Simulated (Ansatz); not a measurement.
## Relaxing SrMo₃

Level of theory: DFT PBE, scalar-relativistic, plane waves, PAW (Ansatz 0.2.0).

The start puts SrMo₃ on the Cu3Au (L1_2) structure type (Pm-3m, No. 221), with Sr in place of Au, Mo in place of Cu, at a guessed volume.

Input of the last, converged step (default PAW datasets):

```yaml
crystal:
  lattice:
    - [4.2804449759, 0.0, 0.0]
    - [0.0, 4.2804449759, 0.0]
    - [0.0, 0.0, 4.2804449759]
  atoms:
    - { symbol: Sr, position: [0.0, 0.0, 0.0] }
    - { symbol: Mo, position: [0.0, 0.5, 0.5] }
    - { symbol: Mo, position: [0.5, 0.0, 0.5] }
    - { symbol: Mo, position: [0.5, 0.5, 0.0] }
basis:
  ecutwfc: 420
kpoints:
  mp_grid: { grid: [12, 12, 12] }
hamiltonian:
  xc: pbe
scf:
  occupations: { method: gaussian, width: 0.1 }
output:
  forces: true
  stress: true
  eigenvalues: true
relax:
  adjacent_minimum: "off"
  f_tol: 0.01
  max_steps: 80
  cell: { stress_tol: 0.05 }
```

Launched as:

```bash
ansatz run input.yaml --threads 1 --pin off --max-ram 2560MiB --backend cpu --events-out ev --progress --plain --runs-dir out
```

Time: 34 s on 1 thread of Intel(R) Xeon(R) 6975P-C (Granite Rapids), on a shared host, peak memory 0.47 GiB.

The program printed at the end:

```
SCF converged after 8 iterations
Free energy (F): -18406.206218 eV
Harris-Foulkes:  -18406.206218 eV  (|F-HF|=7.28e-12)
Internal energy: -18406.162123 eV  (E = F + TS)
E sigma→0 (E₀):  -18406.184170 eV
Entropy (-TS):   -0.044095 eV (-11.024 meV/atom)
Fermi energy:    15.914988 eV
--- Per-component energies (eV) ---
  E_band       = -365.050360
  E_kinetic    = 1567.365179
  E_local      = -3411.003205  (includes V_loc(G=0)·N_el)
  E_nonlocal   = 636.998540
  E_hartree    = 1079.870915
  E_xc         = -720.460873
  E_vxc        = -844.614647  (∫ρ·V_xc dr)
  E_paw        = -12299.437420  (= ΣΔE_a)
  E_vpaw       = -473.538191  (= ΣTr[D̂ρ^β])
  E_aug_tail   = 0.000131  (compensation charges beyond the density's cutoff)
  E_ewald      = -5259.495391
  E_smearing   = -0.044095  (= −TS)
  E_closure    =  0.000000  (closes the sum)
  Σ components = -18406.206218   (vs F -18406.206218, Δ=0.00e0)
--- Forces (eV/Å), atoms counted from 1 ---
  atom   1  Sr     0.00000000     0.00000000     0.00000000
  atom   2  Mo     0.00000000     0.00000000     0.00000000
  atom   3  Mo     0.00000000     0.00000000     0.00000000
  atom   4  Mo     0.00000000     0.00000000     0.00000000
  max |Σ_I F_I| component: 4.09e-29 eV/Å
--- Stress (GPa, compression-positive) ---
       -0.000201       0.000000       0.000000
        0.000000      -0.000201       0.000000
        0.000000       0.000000      -0.000201
  P = ⅓ Tr σ = -0.0002 GPa (-0.002 kbar)
--- Relaxed structure (3 steps of the walk, 2 accepted, 1 SCFs on fresh bases) ---
  F+E_penalty+E_count = -18406.20621773 eV   max|allowed force component| = 3.487e-29 eV/Å   (the final SCF, on the basis selected at the relaxed cell)
  cell:  # Å, volume = 78.3929 Å³
    - [4.279821, 0.0, 0.0]
    - [0.0, 4.279821, 0.0]
    - [0.0, 0.0, 4.279821]
  atoms:
    - { symbol: Sr, position: [0.000000, 0.000000, 0.000000] }
    - { symbol: Mo, position: [0.000000, 0.5, 0.5] }
    - { symbol: Mo, position: [0.5, 0.000000, 0.5] }
    - { symbol: Mo, position: [0.5, 0.5, 0.000000] }
```

Absolute energies hang on the potentials; compare differences alone.

The result has space group Pm-3m (No. 221). Sr has 12 Mo at 3.03 Å; Mo has 4 Sr at 3.03 Å and 8 Mo at 3.03 Å.

Against the elements it lies at 1.53 eV/atom. Energies over the elements count from the elements' standard structures at the same level, with no empirical corrections.

The k mesh leaves about 4 meV/atom of noise in metals.

A structure relaxed within its symmetry needn't be a true minimum.